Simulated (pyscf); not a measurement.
Optimised with ωB97X-D3(BJ)/def2-SVP in PySCF.

Task: Estimate by transition-state theory the rate constant of :HSi–PH₂ (SMILES [SiH]P) [singlet] + H₂O (SMILES O) → HO–SiH=PH (SMILES O[SiH]=P) + H₂ (SMILES [H][H]) (singlet surface; H–P, H–O broken, O–Si, H–H formed) at 900 K, with ωB97M-D3(BJ)/def2-TZVP energies (ideal gas, 1 atm, RRHO with modes under 100 cm⁻¹ raised to 100, one conformer, R ln 2 for chiral ones without a mode under 150 cm⁻¹; no tunnelling).

Result: The electronic barrier is 23.2 kcal/mol and the thermal terms add +32.9, so ΔG‡ = 56.0 kcal/mol. With k_BT/h = 1.88e+13 s⁻¹ and RT = 1.788 kcal/mol, and a volume of 1.23e-19 cm³ per molecule at 1 atm, k = 5.7e-20 cm³ molecule⁻¹ s⁻¹. Wigner's tunnelling factor for 970i cm⁻¹ would be 1.10. A shift of 1 kcal/mol in the barrier changes k by a factor 1.7. On the reactant side the descent ends in an adduct with a O–Si contact, 15.2 kcal/mol under the separated species and 38.8 kcal/mol under the saddle at ωB97X-D3(BJ)/def2-TZVP. What is counted as formed (O–Si) is already present as a longer contact in the reactant adduct; forming that adduct is a step of its own. The same reactants have a lower exit, to HO–Si:–PH₂ [singlet] + H₂ (barrier +7.6 kcal/mol at ωB97M-D3(BJ)/def2-TZVP, against +23.2 kcal/mol here). :HSi–PH₂ [singlet] lies 11.4 kcal/mol over its isomer H₂Si=PH (electronic energy, ωB97M-D3(BJ)/def2-TZVP). One saddle was located; it need not be the lowest between these sides.
